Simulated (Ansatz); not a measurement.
# B2Cl+ (triplet): from Hartree-Fock to the top rungs, def2-TZVPP

One table from this session's results is given with a row withheld; the runs are named, their logs left out.

Program: Ansatz 0.2.0, Gaussian basis. Level of theory: def2-TZVPP, core rule «outside noble gas», up to 7 orbitals frozen. These are calculated values, not measurements.

Plan: UHF; ROHF; CCSD(T) on UHF.

## What is computed

The geometry is a PBE0/def2-TZVP stationary point (not a proven minimum) of the parent state, kept for this charge and spin.

3 atoms, charge 1, spin multiplicity 3.

Atoms are counted from 1 here; the program's logs count them from 0.

Bond lengths: B1–B2 1.516 Å, B2–Cl3 1.683 Å. Angles: B1–B2–Cl3 180.0°.

Set-up of the first run:

Input file in.yaml:

```yaml
crystal:
  periodic: [false, false, false]
  atoms:
    - {symbol: B, position_ang: [0.000000, 0.000000, -1.572000]}
    - {symbol: B, position_ang: [0.000000, 0.000000, -0.055600]}
    - {symbol: Cl, position_ang: [0.000000, 0.000000, 1.627600]}
basis:
  gaussian: {orbitals: def2-TZVPP}
total_charge: 1
magnetization: {spin_polarized: true, initial_magnetization: 2}
hamiltonian: {xc: hf}
output: {orbitals: {seedname: orbitals}}
```

On the command line:

```
ansatz run in.yaml --threads 1 --pin off --events-out ev --progress --plain --max-ram 2560MiB --backend cpu
```

Steps of the session up to this table: UHF; ROHF; CCSD(T) on UHF.

One table of the session follows, with a row left open; its other results are not shown here.

| method | from UCCSD(T) (meV) |
| --- | --- |
| ROHF | +9121.4 |
| UHF | +9071.9 |
| UMP2 | ? |
| UCCSD | +427.8 |
| UCCSD(T) | 0 |

Q: Estimate the row for UMP2 from the others.

As computed: from UCCSD(T) (meV): +1288.3. In the column «from UCCSD(T) (meV)» it lies between UCCSD (+427.8) and UHF (+9071.9).
